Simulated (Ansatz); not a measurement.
Born–Oppenheimer molecular dynamics of BH$_{4}$NSi (7 atoms, charge 0, multiplicity 1). It goes on from the last frame of an earlier run, with new velocities.

Computed with Ansatz 0.2.0, RKS B3LYP/def2-SVP.

| Quantity | Value |
| --- | --- |
| ensemble | NVE (velocity Verlet) |
| time step | 0.5 fs |
| steps asked | 166 |
| starting velocities drawn for | 200 K |
| seed | 727823 |

First frame:

```xyz
7
Properties=species:S:1:pos:R:3
B -0.939 -0.531 -0.275
N 0.017 0.231 -0.900
Si 0.482 0.052 0.859
H -1.968 -1.066 -0.593
H 0.110 0.628 -1.796
H 0.582 1.278 1.692
H 1.766 -0.685 0.895
```

(1) How far do the bonds stretch over the last three quarters of this one trajectory? (Pairs bonded in most of those frames.)

Results:

(1) 
| bond | mean (Å) | spread (Å) | shortest | longest |
| --- | --- | --- | --- | --- |
| B1–N2 | 1.377 | 0.009 | 1.36 | 1.40 |
| B1–Si3 | 1.948 | 0.012 | 1.93 | 1.99 |
| B1–H4 | 1.199 | 0.005 | 1.19 | 1.21 |
| N2–Si3 | 1.783 | 0.044 | 1.73 | 1.85 |
| N2–H5 | 1.023 | 0.039 | 0.96 | 1.08 |
| Si3–H6 | 1.494 | 0.012 | 1.48 | 1.51 |
| Si3–H7 | 1.492 | 0.011 | 1.48 | 1.51 |

Mean temperature of the second half: 178 K. The conserved energy stayed within 0.21 meV per atom of its start (net change -0.0087 meV per atom), so the integration is sound. A run of 0.083 ps of so small a system gives no equilibrium averages.

The run took 12 min on 1 thread of Intel(R) Xeon(R) Processor @ 2.50GHz (Skylake/Cascade Lake), with other jobs on the host, peak memory 0.12 GiB.
